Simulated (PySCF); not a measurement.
# Threshold energies of AlCl in a plasma

PBE0 in PySCF with def2-TZVPPD on every atom, for the lowest determinant that a PBE0 search found; no spin–orbit coupling.

```csv
species,state (unpaired electrons),Re (Å),ωe (cm⁻¹),energy of the minimum from the neutral (eV),De (eV),dissociates to
AlCl,singlet (closed shell),2.147,472,0.00,5.16,Al + Cl
AlCl⁺,doublet (σ ↑),2.024,599,9.11,2.13,Al⁺ + Cl
AlCl⁻,doublet (π ↑),2.304,329,-0.14,1.72,Al + Cl⁻
```

**Question.** Work out the lowest energy to break AlCl into atoms, from its vibrational ground state.

**Answer.** D0 = De − ωe/2 = 5.16 − 0.03 = 5.13 eV (PBE0/def2-TZVPPD).

**Question.** Work out the ionisation energy of the Al atom at this level and the threshold of dissociative ionisation.

**Answer.** IE(Al) = 9.11 + 2.13 − 5.16 = 6.08 eV, so Al⁺ + Cl + e⁻ appears at D0 + IE(Al) = 11.21 eV (PBE0/def2-TZVPPD). The measured IE(Al) is 5.986 eV (NIST ASD).

**Question.** Work out the electron affinity of the Cl atom and the threshold of dissociative attachment.

**Answer.** EA(Cl) = 5.16 − 1.72 − (-0.14) = 3.58 eV, so Al + Cl⁻ needs D0 − EA(Cl) = 1.55 eV (PBE0/def2-TZVPPD). The measured EA(Cl) is 3.613 eV.

**Question.** At which energy does ion-pair formation open?

**Answer.** Al⁺ + Cl⁻ lies at D0 + IE(Al) − EA(Cl) = 7.63 eV (PBE0/def2-TZVPPD).

These are thermodynamic thresholds; the onsets seen under electron impact lie higher where the geometry changes, and cross-sections peak well above them.

For an ion De counts to the pair picked by the measured ionisation energies or electron affinities, which need not be the lowest pair at this level. The highest Kohn–Sham level is positive in this anion. Much of that is self-interaction error, but it also means that the finite basis helps to hold the extra electron. States were picked by a PBE0 search and need not be the measured ground states.
